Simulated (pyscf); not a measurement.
PySCF, gas phase, ωB97X-D3(BJ)/def2-SVP geometries.

### Question
Estimate the classical barrier height and the reaction energy of F–Si•(F)–F + water (H₂O) → hydrogen fluoride (HF) + HO–Si•(F)–F at B3LYP-D3(BJ)/def2-TZVP. The step runs on the doublet surface, breaks F–Si, H–O and forms F–H, O–Si; take the separated reactants as zero.

### Answer
ΔE‡ = 0.81 eV, ΔE = +0.35 eV. ωB97M-D3(BJ)/def2-TZVP gives 0.78 eV and +0.35 eV. Zero-point energy shifts the barrier by 0.00 eV. It is a four-centre exchange, with an imaginary mode of 813i cm⁻¹. On the product side the descent ends in a complex, 0.18 eV under the separated species and 0.65 eV under the saddle at ωB97X-D3(BJ)/def2-TZVP. One saddle was located; it need not be the lowest between these sides.
